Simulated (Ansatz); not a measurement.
System: hcp Os. Method: rVV10 in Ansatz (plane waves, PAW).

Run with plane-wave cutoff 520 eV, 24×24×14 k mesh (along the axes of the cell as run), Fermi–Dirac smearing 0.05 eV, no spin polarisation, scalar-relativistic PAW data made under PBE.

Shape and atoms are relaxed at each volume.

Pressure at four volumes; x = ln(V/14.638 Å³). One pressure is withheld.

| V (Å³/atom) | x | P (GPa) |
|---|---|---|
| 14.052 | -0.0409 | ? |
| 14.345 | -0.0202 | 7.95 |
| 14.638 | 0.0000 | 0.00 |
| 15.223 | 0.0392 | -13.37 |

Task: Pass a parabola P(x) through the three rows shown, estimate the bulk modulus and its pressure derivative near zero pressure, and predict the withheld pressure.

Result: Slopes between the rows: (0.00 − (7.95))/(0.0000 − (-0.0202)) = -393.56 and (-13.37 − (0.00))/(0.0392 − (0.0000)) = -341.07 GPa. Their difference over the span 0.0594 is c = 52.49/0.0594 = 883.7 GPa, so P(x) = 7.95 + (-393.56)(x − (-0.0202)) + 883.7 (x − (-0.0202))(x − (0.0000)). At the middle row B = −dP/dx = −[-393.56 + 883.7 × 0.0202] = 375.7 GPa, and B′ = dB/dP = 2c/B = 4.7. At x = -0.0409 the parabola gives 16.84 GPa; the run gives 16.88 GPa. The Birch–Murnaghan fit to the energies at all volumes has B0 = 375 GPa and B′ = 4.8.

Measured, for comparison: bulk modulus 425 GPa (zero-point energy and finite temperature contributions removed; as tabulated in doi:10.1021/acs.jctc.3c00612). Computed (rounded) less measured: bulk modulus -12 %.

Note: the bulk modulus comes from volumes at which shape and atoms were relaxed.

Spin–orbit coupling is not included.

Ansatz is a quantum-chemistry and plane-wave program.
